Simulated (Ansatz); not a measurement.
Geometry optimisation, Ansatz 0.2.0, UKS B3LYP/def2-SVP.

Input:

```yaml
crystal:
  periodic: [false, false, false]
  atoms:
    - { symbol: Al, position_ang: [-1.45002, -0.36663, -0.41884] }
    - { symbol: Al, position_ang: [0.89216, 0.53635, 0.10784] }
    - { symbol: Cl, position_ang: [2.67762, 1.5083, 0.38469] }
    - { symbol: H, position_ang: [0.28436, 1.70604, -0.6884] }
    - { symbol: H, position_ang: [0.86988, -0.982, 0.8066] }
magnetization:
  spin_polarized: true
  initial_magnetization: 1
basis:
  gaussian: { orbitals: def2-SVP }
hamiltonian:
  xc: b3lyp
relax:
  f_tol: 0.02
  max_steps: 50
```

Launched with:

```bash
$ ansatz run input.yaml --threads 1 --pin off --max-ram 2048MiB --backend cpu --events-out ev --progress --plain --runs-dir out
```

Question: Where does it end, and by what steps?

Answer: It converged. After 14 steps the energy has fallen by 1.296 eV; Al2 moved furthest, 0.65 Å. Joined: Al1–H4, Al1–H5.

```
step  energy less start (eV)  largest force component (eV/Å)  accepted
   0                  0.0000                           1.656       yes
   1                 -0.5809                           0.772       yes
   2                 -0.8644                           0.525       yes
   3                 -0.9811                           0.384       yes
   4                 -1.0180                           0.239       yes
   5                 -1.1467                           0.542       yes
   6                 -1.2340                           0.412       yes
   7                 -1.2611                           0.162       yes
   8                 -1.2687                           0.107       yes
   9                 -1.2830                           0.247       yes
  10                 -1.2921                           0.191       yes
  11                 -1.2943                           0.101       yes
  12                 -1.2954                           0.034       yes
  13                 -1.2954                           0.029       yes
  14                 -1.2956                           0.004       yes
```

```xyz
5
Properties=species:S:1:pos:R:3
Al -1.108 -0.382 -0.483
Al 0.970 0.929 0.623
Cl 3.026 1.365 0.280
H -0.102 1.190 -0.679
H 0.487 -0.700 0.452
```

Whether the end is a true minimum wasn't checked by a vibrational analysis.

Time of the run: 42 s on 1 thread of Arm Neoverse V2 (shared host), peak memory 0.16 GiB.
